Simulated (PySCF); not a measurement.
An unknown is described by computed data only.

Formula: C5H10O.

| Item | Value |
| --- | --- |
| NMR, other nuclei | isotropic shieldings of nuclei other than C and H, by class: 308 (1 O) ppm [GIAO PBE0/pcSseg-1] |
| 1H NMR | chemical shifts (computed TMS as zero) by class: 5.18 (1 H), 5.14 (1 H), 3.78 (2 H), 3.55 (3 H), 1.93 (3 H) ppm [GIAO PBE0/pcSseg-1] |
| Rotational structure | rotational constants A, B, C: 7.391, 2.048, 1.734 GHz [GFN2-xTB] |
| Dipole | 1.23 D [PBE0/pcSseg-1] |
| 13C NMR | chemical shifts (computed TMS as zero) by class: 153.3 (1 C), 118.3 (1 C), 82.5 (1 C), 61.2 (1 C), 22.9 (1 C) ppm [GIAO PBE0/pcSseg-1] |

The electronic properties come from PySCF, for the isolated species, density fitting. Levels stand in brackets. One conformer (not necessarily the lowest) at the GFN2-xTB geometry, without solvent, vibrations or thermal averaging. NMR classes are plain means over equivalent atoms (diastereotopic ones count apart unless rotation or inversion swaps them), as if these changed places fast.

Question: Give a SMILES that accounts for the data.

Answer: Numbering: `[CH2:1]=[C:2]([CH3:3])[CH2:4][O:5][CH3:6]`. Its formula, C5H10O, gives 1 degree of unsaturation: 0 rings and 1 π bond in the structure found. 5 carbons fall into 5 classes; from least to most shielded: fully substituted alkene carbon [C2] (153.3 ppm), terminal =CH2 carbon [C1] (118.3 ppm), sp3 carbon bound to oxygen [C4] (82.5 ppm), methoxy carbon [C6] (61.2 ppm), allylic carbon [C3] (22.9 ppm). Hydrogen classes from least to most shielded: 1 H on a terminal =CH2 carbon, C1 (5.18 ppm), 1 H on a terminal =CH2 carbon, C1 (5.14 ppm), 2 H on an sp3 carbon bound to oxygen, C4 (3.78 ppm), 3 H on a methoxy carbon, C6 (3.55 ppm, a mean of values up to 0.6 ppm apart in this geometry), 3 H on an allylic carbon, C3 (1.93 ppm, a mean of values up to 0.8 ppm apart in this geometry). The other shieldings belong to: 308 ppm, ether oxygen [O5]. The optimised geometry has point group C1 and is an asymmetric top. Structure: `C=C(C)COC`. Computed isomers that give other values at the same levels: `CCOC1CC1` (13C chemical shifts (computed TMS as zero) by class: 71.2 (1 C), 55.1 (1 C), 17.4 (1 C), 7.5 (2 C) ppm); `C/C=C/OCC` (rotational constant A: 14.333 GHz; this holds for the one conformer computed); `C1CCOCC1` (rotational constant A: 4.744 GHz; this holds for the one conformer computed). The assignments are read from this structure; whether some other isomer fits the data as well wasn't checked.

Conformer computed: `[CH2:1]=[C:2]([CH3:3])[CH2:4][O:5][CH3:6]`: C1–C2–C4–O5 -123°, C2–C4–O5–C6 180°.
